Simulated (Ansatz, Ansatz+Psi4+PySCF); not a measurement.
```yaml
atoms:
  - { symbol: C, position_ang: [0.0000, 0.0000, -0.7332] }
  - { symbol: N, position_ang: [0.0000, 0.0000, 0.6285] }
```

Basis set: cc-pVTZ (spherical functions). Left uncorrelated: 2 orbitals. Charge 0, multiplicity 2.

Computed with Ansatz (development build ahead of 0.2.0); each method stands on the lowest determinant of its kind that the runs found.

Problem. Give the atomization energy at this shape (free ground-state atoms in the same class of orbitals less the molecule, no zero-point energy) of doublet CN by UHF-CCSD(T), UHF-CCSD, UHF-CCSDT, UHF.

Solution.

```csv
method,atomization energy
UHF-CCSD(T),6.10 eV
UHF-CCSD,5.59 eV
UHF-CCSDT,6.24 eV
UHF,2.74 eV
```

Caution: the determinant may break the point group; the shape is not the minimum; the unrestricted determinant is a mixture of spin states. Caution for UHF-CCSD(T): another reference gives a lower total. Caution for UHF-CCSD(T), UHF-CCSD, UHF-CCSDT: large amplitudes, a single reference is doubtful. Caution for UHF-CCSD(T), UHF-CCSD: the program doubts this total.
